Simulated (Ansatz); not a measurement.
# B2H4N: composite energy at a relaxed geometry

Aim: a composite energy at a relaxed geometry, for B2H4N, run from a script. SMILES: B[N]B.

Computed with Ansatz 0.2.0, driven from Python. The levels of theory stand in the script.

## (1) The structure

Bond lengths: B1–N2 1.473 Å, N2–B3 1.494 Å, B1–H4 1.154 Å, B1–H5 1.220 Å, B3–H6 1.204 Å, B3–H7 1.220 Å. Angles: B1–N2–B3 106.7°, N2–B1–H4 121.1°, N2–B1–H5 121.0°, H4–B1–H5 111.0°, N2–B3–H6 121.0°, N2–B3–H7 121.3°, H6–B3–H7 114.1°.

The script holds or builds the structure itself.

## (2) The code

composite_b2h4n.py

```python
# -*- coding: utf-8 -*-
"""Relax B2H4N cheaply, then refine its energy."""

import itertools

import ansatz as az
from ase.data import atomic_numbers, covalent_radii
import numpy as np


def main():
    geometry_ang = [
        ("B", [-0.8622, 0.0442, -0.7344]),
        ("N", [-0.4247, -0.7955, 0.3945]),
        ("B", [0.9293, -0.3054, 0.7936]),
        ("H", [-1.6256, -0.3466, -1.5065]),
        ("H", [-0.9364, 1.2568, -0.6227]),
        ("H", [1.057, 0.6752, 1.4803]),
        ("H", [1.9239, -0.5966, 0.1495]),
    ]
    molecule = az.Crystal.molecule()
    for symbol, xyz in geometry_ang:
        molecule = molecule.atom(symbol, xyz)

    calculation = molecule.calculation().basis(gaussian="def2-SVP").functional("r2scan").spin("collinear", total=1)
    symbols = [site.symbol for site in molecule.cartesian_sites]
    start = np.array([site.position_ang for site in molecule.cartesian_sites], dtype=float)
    r = calculation.relax(force_tolerance=0.01).run(threads=1).report
    end = np.array(r["positions_ang"])
    # pairs closer than 1.2 times the sum of covalent radii, before or after
    radius = [covalent_radii[atomic_numbers[s]] for s in symbols]
    span = lambda where, i, j: np.linalg.norm(where[i] - where[j])
    bonded = [(i, j) for i, j in itertools.combinations(range(len(symbols)), 2) if min(span(start, i, j), span(end, i, j)) < 1.2 * (radius[i] + radius[j])]
    print("pair        before    after (A)")
    for i, j in bonded:
        print(f"{symbols[i]}{i}-{symbols[j]}{j}".ljust(10), f"{span(start, i, j):8.4f} {span(end, i, j):8.4f}")

    minimum = az.Crystal.molecule()
    for symbol, place in zip(symbols, end):
        minimum = minimum.atom(symbol, place.tolist())
    at_minimum = minimum.calculation().spin("collinear", total=1)
    # MP2 extrapolated to the basis limit, plus the small-basis difference CCSD(T) - MP2
    level = lambda method, basis: at_minimum.basis(gaussian=basis).correlation(method).run(threads=1).report
    small, large, cluster = level("mp2", "cc-pVDZ"), level("mp2", "cc-pVTZ"), level("ccsd_t", "cc-pVDZ")
    corr = lambda each: (each["free_energy_ev"] - each["reference_energy_ev"]) / 27.211386246
    mp2_limit = (27 * corr(large) - 8 * corr(small)) / 19
    pieces = {"HF / cc-pVTZ": large["reference_energy_ev"] / 27.211386246, "MP2 correlation, DZ-TZ limit": mp2_limit, "CCSD(T) - MP2 / cc-pVDZ": corr(cluster) - corr(small)}
    for name, value in pieces.items():
        print(f"{name:32s} {value:14.6f} Ha")
    print(f"{'sum':32s} {sum(pieces.values()):14.6f} Ha")
    print("T1 diagnostic", round(cluster["correlation"]["coupled_cluster"]["t1_diagnostic"], 4))


if __name__ == "__main__":
    main()
```

## (3) The input behind the calls

The engine receives this input (first run):

```yaml
crystal:
  periodic: [false, false, false]
  atoms:
    - { symbol: B, position_ang: [-0.8622, 0.0442, -0.7344] }
    - { symbol: "N", position_ang: [-0.4247, -0.7955, 0.3945] }
    - { symbol: B, position_ang: [0.9293, -0.3054, 0.7936] }
    - { symbol: H, position_ang: [-1.6256, -0.3466, -1.5065] }
    - { symbol: H, position_ang: [-0.9364, 1.2568, -0.6227] }
    - { symbol: H, position_ang: [1.057, 0.6752, 1.4803] }
    - { symbol: H, position_ang: [1.9239, -0.5966, 0.1495] }
basis:
  gaussian:
    orbitals: def2-SVP
hamiltonian:
  xc: r2scan
magnetization:
  spin_polarized: true
  initial_magnetization: 1.0
relax:
  f_tol: 0.01
```

## (4) Launch

On the command line:

```sh
> python composite_b2h4n.py
```

What it wrote:

```text
pair        before    after (A)
B0-N1        1.4734   1.3680
B0-H3        1.1540   1.2165
B0-H4        1.2200   1.2166
N1-B2        1.4943   1.3680
B2-H5        1.2039   1.2166
B2-H6        1.2202   1.2165
HF / cc-pVTZ                        -106.185327 Ha
MP2 correlation, DZ-TZ limit          -0.401749 Ha
CCSD(T) - MP2 / cc-pVDZ               -0.055756 Ha
sum                                 -106.642832 Ha
T1 diagnostic 0.0242
```

Wall time 26 s (1 thread of Intel Xeon 6975P-C (Granite Rapids), shared host); peak memory 0.33 GiB.

Lines on the test bed's own set-up are left out of the output.

A comment line of the script is reworded here; the code is as run.

## (5) The relaxation of run 0, step by step

The steps of the relaxation:

```csv
step,energy from step 1 (eV),largest force component (eV/Å)
1,0.0000,3.3492
2,-0.6263,2.4115
3,-0.9178,0.9659
4,-1.0640,0.6097
5,-1.1923,0.4335
6,-1.3044,0.3338
7,-1.3872,0.1971
8,-1.4247,0.0300
9,-1.4256,0.0063
```

Step 1 is the start.

Before: Bond lengths: B1–N2 1.473 Å, N2–B3 1.494 Å, B1–H4 1.154 Å, B1–H5 1.220 Å, B3–H6 1.204 Å, B3–H7 1.220 Å. Angles: B1–N2–B3 106.7°, N2–B1–H4 121.1°, N2–B1–H5 121.0°, H4–B1–H5 111.0°, N2–B3–H6 121.0°, N2–B3–H7 121.3°, H6–B3–H7 114.1°.

After: Bond lengths: B1–N2 1.368 Å, N2–B3 1.368 Å, B1–H4 1.216 Å, B1–H5 1.217 Å, B3–H6 1.217 Å, B3–H7 1.216 Å. Angles: B1–N2–B3 179.6°, N2–B1–H4 120.4°, N2–B1–H5 120.3°, H4–B1–H5 119.3°, N2–B3–H6 120.3°, N2–B3–H7 120.4°, H6–B3–H7 119.3°.

Run 0 is this relaxation; the runs after it count from 1.

## (6) Run by run

The 3 runs, in the order started:

| run | basis | method | energy (eV) | <S²> | iterations in all | CPU time (s) |
| --- | --- | --- | --- | --- | --- | --- |
| 1 | cc-pVDZ | mp2 | -2896.7906 | 0.77 | 20 | 0.64 |
| 2 | cc-pVTZ | mp2 | -2899.5617 | 0.77 | 19 | 2.5 |
| 3 | cc-pVDZ | ccsd_t | -2898.3078 | 0.77 | 68 | 4.2 |

## (7) What came out

```
        quantity           value
   T1 diagnostic          0.0242
composite energy  -106.642832 Ha
   runs compared               3
```

In words: In CPU time, run 3 cost about 6.6 times as much as run 1. A T1 diagnostic under about 0.02 supports a single-reference treatment; this one lies above (open shells tolerate somewhat more). Run 0: The relaxation took 8 moves; the largest shift is 0.979 Å, of atom 2 (N). So large a move can change the bonding: the results belong to the relaxed structure. Caveats:
- The sum leaves out core correlation, relativity, the Hartree-Fock basis error and zero-point energy; a DZ-TZ extrapolation is rough.
- The species is open-shell (spin multiplicity 2).
- Inner cores stay frozen, so this is valence correlation.
- An extrapolation from small basis sets is rough.
